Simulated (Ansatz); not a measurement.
Basis-set extrapolation for AlH3S2 (`[SH][AlH][SH]`) (PBE0-D4/def2-TZVP geometry, frozen core, Ansatz). Multiplicity 1, RHF reference.

```
                       def2-TZVPP    def2-QZVPP
                 HF  -1038.852783  -1038.882160
    MP2 correlation     -0.432659     -0.470920
CCSD(T) correlation     -0.500189     -0.536600
```

Energies in hartree. Use E(X) = E(∞) + A·exp(−7.88·√X) for Hartree–Fock and E(X) = E(∞) + B·X^(−2.97) for correlation, with X = 3 and 4.

Problem. What is the CCSD(T) energy at the basis-set limit?

Solution. HF limit: -1038.882160 + (-0.029377) × 0.13774 = -1038.88621. Correlation limit: -0.536600 + (-0.036411) × 0.74074 = -0.56357. Total: -1039.44978 hartree, 60.7 kcal/mol below CCSD(T)/def2-TZVPP.
